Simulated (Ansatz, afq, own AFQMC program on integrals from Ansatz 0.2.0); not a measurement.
**Where AFQMC and coupled cluster stand for CO, triplet**

```tsv
atom	x (Å)	y (Å)	z (Å)
O	0.0000	0.0000	0.0000
C	0.0000	0.0000	1.1955
```

Basis cc-pVTZ. Only valence electrons are correlated. Ansatz 0.2.0 and our own AFQMC program on the same integrals; the CISD trial comes from CCSD amplitudes, and released means the phaseless constraint is let go. Error bars are statistical, one sigma.

Determinant: ROHF, the one that the program's search chose, which needn't be the lowest solution. The geometry is a PBE0/def2-TZVP stationary point of this or a neighbouring charge and spin state.

No full CI on the walks' own integrals is used here; CCSDT(Q) serves as the reference and is uncertain by about the last step of the cluster series.

Cautions: another spin lies lower (by 5.87 eV); a spin-contaminated unrestricted determinant lies lower (UHF 314 meV lower, ⟨S²⟩ 2.19); released walk and highest rung disagree (by 15 meV at 1.62 1/Eh, later times being noisier).

- T1 diagnostic: 0.0364
- weight of the determinant in the CISD state: 0.883
- size of the correlated space: 10 electrons in 58 orbitals

```csv
level,correlation energy (eV)
MP2,-9.0687
CCSD,-9.2240
CCSD(T),-9.6675
```

Question: Estimate where phaseless AFQMC with the Hartree–Fock trial lies against CCSD(T) on the same integrals.

Answer: 94.8 ± 30.9 meV above CCSD(T).

Reference: CCSDT(Q), correlation energy -9.708 eV. The released energy is read at 1.62 1/Eh, later times being too noisy (meV from the phaseless value at times in 1/Eh: -17 ± 6 at 0.24, -22 ± 3 at 0.51, -32 ± 4 at 0.99, -29 ± 5 at 1.62, -43 ± 11 at 2.40).

| level | E − E(reference) (meV) | share of correlation (%) |
| --- | --- | --- |
| CCSD(T) | 40.4 | 99.58 |
| CCSDT | 24.0 | 99.75 |
| ph-AFQMC/HF | 135.2 ± 30.9 | 98.61 |
| ph-AFQMC/CISD | 44.7 ± 5.2 | 99.54 |
| released AFQMC | 15.3 ± 5.1 | 99.84 |

A walk keeps the symmetry of its determinant, which the program's search chose and which needn't be the lowest solution, so a lower state of the same spin and another symmetry isn't excluded. Released energies are given only where the last usable release times agree within the noise; a slower fall can still hide under it.
